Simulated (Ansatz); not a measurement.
Basis-set extrapolation for benzene (`c1ccccc1`) (PBE0-D4/def2-TZVP geometry, frozen core, the Gaussian-basis code of Ansatz). Multiplicity 1, RHF reference.

```csv
,def2-TZVPP,def2-QZVPP
HF,-230.786812,-230.796568
MP2 correlation,-0.946641,-1.006612
CCSD(T) correlation,-1.022956,not run
```

Energies in hartree. Use E(X) = E(∞) + A·exp(−7.88·√X) for Hartree–Fock and E(X) = E(∞) + B·X^(−2.97) for correlation, with X = 3 and 4, and add CCSD(T) minus MP2 of the smaller set to the MP2 limit.

Problem. What is the CCSD(T) energy at the basis-set limit?

Solution. HF limit: -230.796568 + (-0.009756) × 0.13774 = -230.79791. MP2 limit: -1.006612 + (-0.059971) × 0.74074 = -1.05103. Higher-order term: -1.022956 − (-0.946641) = -0.07632. Total: -231.92526 hartree, 303.2 kJ/mol below CCSD(T)/def2-TZVPP.
